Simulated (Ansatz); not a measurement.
A nudged elastic band was laid between two geometries of CH5B + H3P (11 atoms, charge 0, multiplicity 1).

Computed with RKS B3LYP-D4/6-31G* in Ansatz.

```
movable images  : 7
climbing image  : yes
spring          : 5.0 eV/Å²
optimiser       : quadratic models (default)
start path      : through a guess of the saddle point
force threshold : 0.05 eV/Å
iteration limit : 60
end points      : relaxed
```

First end point:

```xyz
11
Properties=species:S:1:pos:R:3
B 0.026 0.110 0.387
C 0.086 0.452 1.910
H -0.831 0.239 2.470
H 0.949 0.031 2.439
H 0.218 1.550 1.946
H 1.030 -0.062 -0.244
H -1.015 0.110 -0.206
P -0.237 -3.360 0.609
H -0.661 -2.668 -0.561
H 1.007 -2.669 0.674
H -0.891 -2.452 1.491
```

Last end point:

```xyz
11
Properties=species:S:1:pos:R:3
B 0.204 -0.864 -0.458
C -0.267 0.367 2.781
H -0.856 0.905 3.529
H 0.785 0.358 3.080
H -0.366 0.869 1.813
H 1.252 -0.325 -0.278
H -0.754 -0.226 -0.768
P 0.007 -2.679 -0.020
H -0.895 -3.179 -0.989
H 1.202 -3.283 -0.475
H -0.632 -0.661 2.699
```

**Question.** Which bonds break or form, and what moves?

**Answer.** Bonds broken: B1–C2, P8–H11. Bonds formed: B1–P8, C2–H11. CH5B + H3P becomes BH4P + CH4.

**Question.** What energy profile does the band end with?

**Answer.** The forces met the threshold. The highest image is number 3 of 0 to 8, 1.16 eV above the first end and 1.49 eV above the last; the last end lies 0.34 eV below the first. A vibrational analysis at the climbing image gives one clearly imaginary mode, 1029i cm⁻¹: a first-order saddle point. The orbitals stay closed-shell, which can raise the energy where a bond breaks towards radicals; this wasn't checked here.

| image | path coordinate (Å) | energy (eV) | B1–C2 (Å) | P8–H11 (Å) | B1–P8 (Å) |
| --- | --- | --- | --- | --- | --- |
| 0 | 0.00 | 0.00 | 1.56 | 1.42 | 3.49 |
| 1 | 0.82 | 0.01 | 1.56 | 1.43 | 3.37 |
| 2 | 1.63 | 0.21 | 1.58 | 1.45 | 2.78 |
| 3 | 2.45 | 1.16 | 1.77 | 1.83 | 2.19 |
| 4 | 3.15 | 0.31 | 2.26 | 2.30 | 1.98 |
| 5 | 3.86 | -0.02 | 2.70 | 2.57 | 1.93 |
| 6 | 4.56 | -0.22 | 3.02 | 2.80 | 1.90 |
| 7 | 5.27 | -0.32 | 3.35 | 3.13 | 1.88 |
| 8 | 5.98 | -0.34 | 3.50 | 3.45 | 1.88 |

**Question.** What is the geometry of the highest image?

**Answer.** 
```xyz
11
Properties=species:S:1:pos:R:3
B -0.134 -0.491 0.412
C -0.008 0.235 2.017
H -0.875 0.128 2.675
H 0.908 0.019 2.573
H 0.035 1.273 1.676
H 0.896 -0.308 -0.154
H -1.198 -0.173 -0.024
P -0.421 -2.657 0.504
H -0.329 -2.589 -0.912
H 0.951 -3.013 0.662
H -0.142 -1.143 1.486
```

**Question.** What are the harmonic wavenumbers there?

**Answer.** 1029i, 133, 200, 260, 357, 435, 715, 736, 740, 897, 969, 995, 1087, 1096, 1150, 1180, 1339, 1509, 1516, 2352, 2393, 2430, 2626, 2724, 3068, 3153, 3154 cm⁻¹.

The run took 8.5 min on 1 thread of Arm Neoverse V1, with other jobs on the host, peak memory 0.13 GiB.
